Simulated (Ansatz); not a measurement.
**BSiH₂ (doublet): wave-function methods side by side at distance Si1–B2 = 4.192 Å, 6-31G**

How much of the correlation energy of BSiH₂ (doublet) does each wave-function method recover here?

Computed with Ansatz 0.2.0, Gaussian basis. Level: 6-31G, core rule «outside noble gas», up to 6 orbitals frozen.

Plan: UHF; CCSD(T) on ROHF; CCSD(T) on UHF; BCCD(T) on ROHF; CISD; CCSDT(Q) on ROHF; CCSDT(Q) on UHF; CCSDTQ on ROHF; CCSDTQ on UHF; CASSCF and MRCISD+Q, 3 electrons in 3 orbitals; CASSCF and NEVPT2, 3 electrons in 3 orbitals; CASSCF and MRCISD+Q, 9 electrons in 10 orbitals; CASSCF and NEVPT2, 9 electrons in 10 orbitals; Full CI.

1 further run of the same task is left out (for a known fault of the program).

### 1 The geometry

The geometry derives from a PBE0/def2-TZVP stationary point (not a proven minimum). One bond is set to the value named and the two fragments are kept rigid.

4 atoms, charge 0, spin multiplicity 2.

Atoms are counted from 1 here; the program's logs count them from 0.

Bond lengths: B2–H3 1.203 Å, B2–H4 1.203 Å. Angles: H3–B2–H4 117.1°.

### 2 UHF

in.yaml

```yaml
crystal:
  periodic: [false, false, false]
  atoms:
    - {symbol: Si, position_ang: [0.000000, 0.000000, 1.345212]}
    - {symbol: B, position_ang: [0.000000, 0.000000, -2.846788]}
    - {symbol: H, position_ang: [0.000000, -1.025810, -3.474577]}
    - {symbol: H, position_ang: [0.000000, 1.025810, -3.474577]}
basis:
  gaussian: {orbitals: 6-31G}
magnetization: {spin_polarized: true, initial_magnetization: 1}
hamiltonian: {xc: hf}
output: {orbitals: {seedname: orbitals}}
```

On the command line:

```sh
> ansatz run in.yaml --threads 1 --pin off --events-out ev --progress --plain --max-ram 4096MiB --backend cpu
```

Further steps of the session: CCSD(T) on ROHF; CCSD(T) on UHF; BCCD(T) on ROHF; CISD; CCSDT(Q) on ROHF; CCSDT(Q) on UHF; CCSDTQ on ROHF; CCSDTQ on UHF; CASSCF and MRCISD+Q, 3 electrons in 3 orbitals; CASSCF and NEVPT2, 3 electrons in 3 orbitals; CASSCF and MRCISD+Q, 9 electrons in 10 orbitals; CASSCF and NEVPT2, 9 electrons in 10 orbitals; Full CI.

Before running them: what should the planned runs give, taken together? Wanted: FCI from the RHF energy; RMP2 from FCI; UMP2 from FCI; RCCSD from FCI; RCCSD(T) from FCI; UCCSD(T) from FCI; RCCSDT(Q) from FCI; UCCSDT(Q) from FCI; NEVPT2 pair from FCI.

**Answer**, as computed:

| quantity | value |
| --- | --- |
| FCI from the ROHF energy | -3.7787 eV |
| RMP2 from FCI | +1819.8 meV |
| UMP2 from FCI | +724.0 meV |
| RCCSD from FCI | +141.9 meV |
| RCCSD(T) from FCI | +30.3 meV |
| UCCSD(T) from FCI | +46.8 meV |
| RCCSDT(Q) from FCI | -2.6 meV |
| UCCSDT(Q) from FCI | +1.0 meV |
| NEVPT2 pair from FCI | +681.1 meV |
| MRCISD+Q pair from FCI | -4.2 meV |
| NEVPT2 valence from FCI | +273.9 meV |
| levels within 1 kcal/mol (43 meV) | RCCSD(T), RCCSDT, UCCSDT, RCCSDT(Q), UCCSDT(Q), RCCSDTQ, UCCSDTQ, MRCISD+Q pair, MRCISD valence, MRCISD+Q valence |
| T1 diagnostic | 0.188 |
| effectively unpaired electrons | 2.66 |

RCCSD(T) misses by +30.3 meV, 0.8 % of the correlation energy. RCCSDT(Q), MRCISD+Q pair fall below full CI, which methods that aren't variational can do. With 2.7 effectively unpaired electrons against 1 the state is strongly multireference. Coupled cluster on one determinant still stays close here. Of the multireference levels listed MRCISD+Q pair comes nearest in total energy (-4.2 meV), which doesn't show that its space is the better one. Coupled cluster took another determinant than the lowest Hartree-Fock one. These misses are within one basis, not against nature; the frozen cores of restricted and unrestricted runs differ, which can shift their rows.

Levels on UHF freeze UHF's core orbitals, full CI those of ROHF, so the U rows can settle a little off it for that reason alone.

With open shells the CI space here admits some triples and quadruples, so it is larger than plain CISD.
